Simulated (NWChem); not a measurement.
fluoromethane (CH₃F); SMILES CF

```xyz
5

C      0.0000     0.0000    -0.6187
F      0.0000     0.0000     0.7447
H      0.7326     0.7326    -0.9966
H      0.2681    -1.0007    -0.9966
H     -1.0007     0.2681    -0.9966
```
Atoms are numbered in this order, from 1.

All runs: NWChem. The geometry was optimised at PBE0/def2-SVP.

For level CAM-B3LYP/def2-TZVPD:

| Property | Value |
|---|---|
| highest occupied level (eV) | -11.38 |
| orbital gap (eV) | 12.35 |
| dipole (D) | 1.79 |

Q: What are these values for level Hartree-Fock/def2-TZVPD?

A: The highest occupied level (eV) is -14.30 and the orbital gap (eV) comes out as 16.29. The dipole (D) comes out as 1.93.
